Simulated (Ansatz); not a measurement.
A nudged elastic band was laid between two geometries of CH3 + H2 (6 atoms, charge 0, multiplicity 2).

These are results of UKS r2SCANh-D4/def2-SVPD (Ansatz 0.2.0), not measurements.

* movable images: 5
* climbing image: yes
* spring: 5.0 eV/Å²
* optimiser: quadratic models (default)
* start path: through a guess of the saddle point
* force threshold: 0.05 eV/Å
* iteration limit: 60
* end points: relaxed

Image 0:

```xyz
6
Properties=species:S:1:pos:R:3
H -1.355 -1.233 0.196
H -1.913 -1.739 0.277
C 0.815 0.742 -0.118
H 1.553 -0.055 -0.076
H 0.401 1.048 -1.075
H 0.499 1.238 0.795
```

Image 6:

```xyz
6
Properties=species:S:1:pos:R:3
H -0.393 -0.357 0.056
H -2.064 -1.878 0.300
C 0.414 0.376 -0.060
H 1.379 -0.141 -0.058
H 0.286 0.910 -1.008
H 0.379 1.090 0.770
```

(1) Which bonds break or form, and what moves?

(2) Give the energies along the band, and the barrier.

(3) What is the geometry of the highest image?

(4) What are the harmonic wavenumbers there?

Answers

(1) Bonds broken: H1–H2. Bonds formed: H1–C3. CH3 + H2 becomes CH4 + H.

(2) The forces met the threshold. The highest image is number 3 of 0 to 6, 7.0 kcal/mol above the first end and 9.4 kcal/mol above the last; the last end lies 2.4 kcal/mol below the first. A vibrational analysis at the climbing image gives one clearly imaginary mode, 1065i cm⁻¹: a first-order saddle point.

| image | path coordinate (Å) | energy (kcal/mol) | H1–H2 (Å) | H1–C3 (Å) |
| --- | --- | --- | --- | --- |
| 0 | 0.00 | 0.0 | 0.76 | 2.95 |
| 1 | 0.50 | 0.3 | 0.76 | 2.52 |
| 2 | 1.01 | 1.9 | 0.77 | 2.08 |
| 3 | 1.51 | 7.0 | 0.88 | 1.46 |
| 4 | 1.90 | -0.8 | 1.41 | 1.12 |
| 5 | 2.29 | -2.2 | 1.85 | 1.10 |
| 6 | 2.68 | -2.4 | 2.27 | 1.10 |

(3) 
```xyz
6
Properties=species:S:1:pos:R:3:forces:R:3
H -0.688 -0.628 0.101 -0.01 0.00 0.00
H -1.338 -1.217 0.194 0.01 0.01 0.00
C 0.383 0.349 -0.056 0.01 0.01 0.00
H 1.269 -0.286 -0.038 0.00 -0.01 0.00
H 0.138 0.798 -1.018 -0.01 0.00 -0.01
H 0.236 0.985 0.818 -0.01 0.00 0.01
```

(4) 1065i, 521, 521, 975, 1034, 1035, 1395, 1395, 2125, 3101, 3281, 3281 cm⁻¹.

The run took 46 s on 2 threads of Arm Neoverse V2, with other jobs on the host, peak memory 0.13 GiB.
